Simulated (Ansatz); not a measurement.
**AlBH5N: composite energy at a relaxed geometry, by script**

Aim: a composite energy at a relaxed geometry, for AlBH5N, run from a script.

Program: Ansatz 0.2.0 through its Python package. The levels of theory stand in the script. These are calculated values, not measurements.

### 1 Starting point

Bond lengths: B1–N2 1.480 Å, N2–Al3 1.896 Å, B1–H4 1.130 Å, B1–H5 1.225 Å, N2–H6 1.044 Å, Al3–H7 1.629 Å, Al3–H8 1.546 Å. Angles: B1–N2–Al3 105.0°, B1–N2–H6 108.6°, Al3–N2–H6 108.0°, N2–B1–H4 122.1°, N2–B1–H5 120.6°, H4–B1–H5 115.7°, N2–Al3–H7 118.4°, N2–Al3–H8 120.5°, H7–Al3–H8 114.2°.

No structure file is read: the coordinates are typed or built in the script.

### 2 Script

File albh5n.py:

```python
'''Relax AlBH5N cheaply, then refine its energy.'''

import itertools

import ansatz as az
from ase.data import atomic_numbers, covalent_radii
import numpy as np

GEOMETRY = '''
B    -0.68040    0.78550   -0.70180
N     0.18380    0.80340    0.49960
Al    0.94810   -0.93030    0.57860
H    -1.58460    0.11260   -0.78180
H    -0.60700    1.67850   -1.53690
H    -0.41960    0.92870    1.34250
H     2.16350   -1.28790   -0.44550
H     0.08840   -2.14770    0.98960
'''


def main() -> None:
    system = az.Crystal.molecule()
    for line in GEOMETRY.strip().splitlines():
        symbol, *xyz = line.split()
        system = system.atom(symbol, [float(v) for v in xyz])

    calc = system.calculation().basis(gaussian='def2-SVP').functional('pbe0')
    symbols = [site.symbol for site in system.cartesian_sites]
    start = np.array([site.position_ang for site in system.cartesian_sites], dtype=float)
    summary = calc.relax(force_tolerance=0.01).run(threads=1).report
    end = np.array(summary['positions_ang'])
    # pairs closer than 1.2 times the sum of covalent radii, before or after
    radius = [covalent_radii[atomic_numbers[s]] for s in symbols]
    span = lambda where, i, j: np.linalg.norm(where[i] - where[j])
    bonded = [(i, j) for i, j in itertools.combinations(range(len(symbols)), 2) if min(span(start, i, j), span(end, i, j)) < 1.2 * (radius[i] + radius[j])]
    print('pair        before    after (A)')
    for i, j in bonded:
        print(f'{symbols[i]}{i}-{symbols[j]}{j}'.ljust(10), f'{span(start, i, j):8.4f} {span(end, i, j):8.4f}')

    minimum = az.Crystal.molecule()
    for symbol, place in zip(symbols, end):
        minimum = minimum.atom(symbol, place.tolist())
    at_minimum = minimum.calculation()
    # MP2 extrapolated to the basis limit, plus the small-basis difference CCSD(T) - MP2
    level = lambda method, basis: at_minimum.basis(gaussian=basis).correlation(method).run(threads=1).report
    small, large, cluster = level('mp2', 'cc-pVDZ'), level('mp2', 'cc-pVTZ'), level('ccsd_t', 'cc-pVDZ')
    corr = lambda each: (each['free_energy_ev'] - each['reference_energy_ev']) / 27.211386246
    mp2_limit = (27 * corr(large) - 8 * corr(small)) / 19
    pieces = {'HF / cc-pVTZ': large['reference_energy_ev'] / 27.211386246, 'MP2 correlation, DZ-TZ limit': mp2_limit, 'CCSD(T) - MP2 / cc-pVDZ': corr(cluster) - corr(small)}
    for name, value in pieces.items():
        print(f'{name:32s} {value:14.6f} Ha')
    print(f'{"sum":32s} {sum(pieces.values()):14.6f} Ha')
    print('T1 diagnostic', round(cluster['correlation']['coupled_cluster']['t1_diagnostic'], 4))


if __name__ == '__main__':
    main()
```

### 3 The calls as engine input

The engine receives this input (first run):

```yaml
crystal:
  periodic: [false, false, false]
  atoms:
    - { symbol: B, position_ang: [-0.6804, 0.7855, -0.7018] }
    - { symbol: "N", position_ang: [0.1838, 0.8034, 0.4996] }
    - { symbol: Al, position_ang: [0.9481, -0.9303, 0.5786] }
    - { symbol: H, position_ang: [-1.5846, 0.1126, -0.7818] }
    - { symbol: H, position_ang: [-0.607, 1.6785, -1.5369] }
    - { symbol: H, position_ang: [-0.4196, 0.9287, 1.3425] }
    - { symbol: H, position_ang: [2.1635, -1.2879, -0.4455] }
    - { symbol: H, position_ang: [0.0884, -2.1477, 0.9896] }
basis:
  gaussian:
    orbitals: def2-SVP
hamiltonian:
  xc: pbe0
relax:
  f_tol: 0.01
```

### 4 Running it

Command:

```sh
> python albh5n.py
```

What it wrote:

```text
pair        before    after (A)
B0-N1        1.4800   1.4075
B0-H3        1.1299   1.2127
B0-H4        1.2248   1.2137
N1-Al2       1.8963   1.8138
N1-H5        1.0442   1.0175
Al2-H6       1.6291   1.5802
Al2-H7       1.5460   1.5867
HF / cc-pVTZ                        -324.055580 Ha
MP2 correlation, DZ-TZ limit          -0.431193 Ha
CCSD(T) - MP2 / cc-pVDZ               -0.048979 Ha
sum                                 -324.535751 Ha
T1 diagnostic 0.0132
```

Wall time 88 s (1 thread of AMD EPYC 7R43 (Zen 3), shared host); peak memory 0.33 GiB.

Lines on the test bed's own set-up are left out of the output.

A comment line of the script is reworded here; the code is as run.

### 5 How the relaxation of run 0 went

Relaxation path:

```
step  E - E(step 1) (eV)  largest force component (eV/Å)
   1              0.0000                          2.7563
   2             -0.3523                          2.0741
   3             -0.6967                          0.8748
   4             -0.9336                          0.8783
   5             -1.1881                          0.7122
   6             -1.4097                          0.6018
   7             -1.5924                          0.5643
   8             -1.7326                          0.4402
   9             -1.8317                          0.3589
  10             -1.8929                          0.2064
  11             -1.9167                          0.0356
  12             -1.9180                          0.0581
  13             -1.9176                          0.1714
  14             -1.9184                          0.0048
  15             -1.9185                          0.0061
  16             -1.9184                          0.0180
  17             -1.9185                          0.0029
```

Step 1 is the start. Steps 13, 16 were tried and not accepted.

Before: Bond lengths: B1–N2 1.480 Å, N2–Al3 1.896 Å, B1–H4 1.130 Å, B1–H5 1.225 Å, N2–H6 1.044 Å, Al3–H7 1.629 Å, Al3–H8 1.546 Å. Angles: B1–N2–Al3 105.0°, B1–N2–H6 108.6°, Al3–N2–H6 108.0°, N2–B1–H4 122.1°, N2–B1–H5 120.6°, H4–B1–H5 115.7°, N2–Al3–H7 118.4°, N2–Al3–H8 120.5°, H7–Al3–H8 114.2°.

After: Bond lengths: B1–N2 1.408 Å, N2–Al3 1.814 Å, B1–H4 1.213 Å, B1–H5 1.214 Å, N2–H6 1.018 Å, Al3–H7 1.580 Å, Al3–H8 1.587 Å. Angles: B1–N2–Al3 124.5°, B1–N2–H6 115.5°, Al3–N2–H6 120.0°, N2–B1–H4 120.8°, N2–B1–H5 118.9°, H4–B1–H5 120.4°, N2–Al3–H7 118.5°, N2–Al3–H8 116.9°, H7–Al3–H8 124.6°.

Run 0 is this relaxation; the runs after it count from 1.

### 6 What each run gave

One row for each of the 3 runs:

| run | basis | method | energy (eV) | iterations in all | CPU time (s) |
| --- | --- | --- | --- | --- | --- |
| 1 | cc-pVDZ | mp2 | -8825.7222 | 11 | 1.3 |
| 2 | cc-pVTZ | mp2 | -8828.8770 | 12 | 6 |
| 3 | cc-pVDZ | ccsd_t | -8827.0549 | 17 | 3.9 |

### 7 Results

| quantity | value |
| --- | --- |
| T1 diagnostic | 0.0132 |
| composite energy | -324.535751 Ha |
| runs compared | 3 |

**Reading.** The dearest, run 2, took some 4.6 times as long as run 1. A T1 diagnostic under about 0.02 supports a single-reference treatment, as here. Run 0: After 14 moves the largest shift is 1.572 Å, of atom 4 (H). So large a move can change the bonding: the results belong to the relaxed structure. The sum leaves out core correlation, relativity, the Hartree-Fock basis error and zero-point energy; a DZ-TZ extrapolation is rough. Inner cores stay frozen, so this is valence correlation. For Al to Cl the sets with a tight d function, cc-pV(X+d)Z, are usual. An extrapolation from small basis sets is rough.
